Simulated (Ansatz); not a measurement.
C₄H₇F (`C=CC(C)F`) at its PBE0-D4/def2-TZVP geometry, where that method's forces vanish. The species carries charge 0 and has multiplicity 1.

```xyz
12

C    -0.2158    1.2373    1.5305
C    -0.4459    0.1173    0.8646
C     0.5042   -0.5138   -0.0975
C    -0.0624   -0.6159   -1.4964
F     1.6855    0.2108   -0.1509
H     0.7184    1.7739    1.4164
H    -0.9536    1.6471    2.2094
H    -1.3853   -0.4163    0.9894
H     0.7727   -1.5150    0.2664
H     0.6596   -1.0898   -2.1632
H    -0.9759   -1.2146   -1.4920
H    -0.3015    0.3789   -1.8766
```

(1) What forces (eV/Å) does ωB97M-V/def2-TZVPP give on these atoms in Ansatz? (Estimate.)

Answers

(1) Computed: 
```
C1   0.021  0.029  0.008
C2  -0.161  0.083  0.133
C3  -0.058 -0.334  0.033
C4  -0.051 -0.007 -0.161
F5   0.197  0.151 -0.012
H6  -0.069 -0.046  0.005
H7   0.051 -0.042 -0.057
H8   0.064  0.045 -0.005
H9  -0.023  0.103 -0.033
H10 -0.056  0.039  0.053
H11  0.063  0.043  0.005
H12  0.021 -0.064  0.032
```
